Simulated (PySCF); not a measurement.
C2H4F2S.
Structure used (GFN2-xTB), in Å, numbered top down from 1:
```xyz
9
C2H4F2S angstrom
F     -0.9275    1.2035   -0.7330
C     -0.9184    0.0815    0.0298
F     -1.1992    0.4751    1.2887
C      0.4240   -0.6248   -0.0639
S      1.8175    0.3977    0.5340
H     -1.7465   -0.5604   -0.3154
H      0.6052   -0.9079   -1.1009
H      0.4118   -1.5112    0.5679
H      1.5467    1.4525   -0.2323
```

Method used: PBE0/def2-SVPD in PySCF (dipole) on a GFN2-xTB geometry, gas phase.

Masses are those of the commonest isotopes; rigid-rotor values at the optimised geometry. The values belong to one conformer with, in the numbering `[F:1][CH:2]([F:3])[CH2:4][SH:5]`, F1–C2–C4–S5 61°, C2–C4–S5–H -53°.

What are A, B and C (GHz)?

Ia = 76.41, Ib = 197.96, Ic = 216.03 u·Å²; 505379 MHz·u·Å²/I gives 6614, 2553 and 2339 MHz, that is A = 6.6139, B = 2.5529, C = 2.3394 GHz.

What kind of rotor is it?

A near-prolate asymmetric top: κ = (2 × 2553 − 6614 − 2339)/(6614 − 2339) = -0.90.

What does the inertial defect say?

Not planar: Δ = Ic − Ia − Ib = -58.34 u·Å². For a rigid frame Δ = −2 Σ m c², so Σ m c² = 29.17 u·Å² lies off the ab plane: 7.74 from hydrogen and 21.43 from heavier atoms. The atom farthest from that plane is 1.66 Å away.

Give the other two planar moments, Paa and Pbb, and the rms extents of the mass along the axes.

Paa = Σ m a² = (Ib + Ic − Ia)/2 = 168.79 and Pbb = Σ m b² = (Ia + Ic − Ib)/2 = 47.24 u·Å². With the mass M = 98.00 u, the rms extents √(P/M) along a, b and c are 1.31, 0.69, 0.55 Å.

Where do the levels up to J = 2 lie, in MHz?

Above 0(0,0):
J = 1: 1(0,1) 4892, 1(1,1) 8953, 1(1,0) 9167
J = 2: 2(0,2) 14669, 2(1,2) 18524, 2(1,1) 19165, 2(2,1) 31348, 2(2,0) 31356

Predict some low-J microwave lines.

The dipole components are |μa| = 0.41 D, |μb| = 0.50 D, |μc| = 2.38 D. The squared components, which scale the intensities, stand as 0.03 : 0.04 : 1.00 (a : b : c). Some of the stronger lines:

```csv
type,branch,"J(Ka,Kc)",MHz,lower level (cm⁻¹)
a,Q,"2(1,1) ← 2(1,2)",641,0.618
c,Q,"2(1,2) ← 2(0,2)",3856,0.489
c,Q,"1(1,1) ← 1(0,1)",4061,0.163
b,Q,"1(1,0) ← 1(0,1)",4275,0.163
b,Q,"2(1,1) ← 2(0,2)",4496,0.489
a,R,"1(0,1) ← 0(0,0)",4892,0.000
b,R,"2(0,2) ← 1(1,1)",5715,0.299
b,R,"1(1,1) ← 0(0,0)",8953,0.000
c,R,"1(1,0) ← 0(0,0)",9167,0.000
a,R,"2(1,2) ← 1(1,1)",9571,0.299
a,R,"2(0,2) ← 1(0,1)",9776,0.163
a,R,"2(1,1) ← 1(1,0)",9998,0.306
c,Q,"2(2,1) ← 2(1,1)",12183,0.639
b,Q,"2(2,0) ← 2(1,1)",12191,0.639
b,Q,"2(2,1) ← 2(1,2)",12824,0.618
b,R,"2(1,2) ← 1(0,1)",13632,0.163
c,R,"2(1,1) ← 1(0,1)",14273,0.163
b,R,"2(2,1) ← 1(1,0)",22181,0.306
c,R,"2(2,0) ← 1(1,0)",22189,0.306
c,R,"2(2,1) ← 1(1,1)",22395,0.299
b,R,"2(2,0) ← 1(1,1)",22403,0.299
```

Whether it is a minimum is left open (no frequencies). Zero-point vibration and centrifugal distortion are left out.
